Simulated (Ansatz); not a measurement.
Total energies of the cluster B₂H₃ (the lowest doublet isomer of a short search) from Ansatz at CCSD(T)/def2-TZVPP, gas phase (1 Eh = 27.2114 eV = 2625.5 kJ/mol). The reference geometry is relaxed at B3LYP-D4/def2-TZVP.

```xyz
5

B    -0.370   -0.359   -0.335
B     0.570    0.553    0.515
H     1.278    1.240    1.156
H    -0.858    0.041   -1.350
H    -0.619   -1.475    0.013
```

```csv
state,geometry,energy (Eh)
charge 0 doublet,reference,-51.25520
charge 1 singlet,reference,-50.93278
charge 0 quartet,relaxed at B3LYP-D4/def2-TZVP,-51.13878
free B atom (doublet),–,-24.59791
free H atom (doublet),–,-0.49981
```

Correlated methods freeze 2 core orbitals.

Task: Work out the vertical ionisation energy to the singlet.

Result: E(charge 1 singlet) − E(charge 0 doublet) = -50.93278 − (-51.25520) = 0.32242 Eh = 8.77 eV.

Task: Which of the charge 0 states is lowest, and how far above it are the others?

Result: The doublet. quartet: -51.13878 − (-51.25520) = 0.11642 Eh = 305.7 kJ/mol.

Task: What is the binding energy per atom against free atoms?

Result: Atoms: 2 × (-24.59791) + 3 × (-0.49981) = -50.69525 Eh. Binding: -50.69525 − (-51.25520) = 0.55995 Eh = 15.24 eV, or 3.05 eV for each of 5 atoms (no zero-point energy, no counterpoise term).

The structure comes from a short search, and lower isomers may exist.
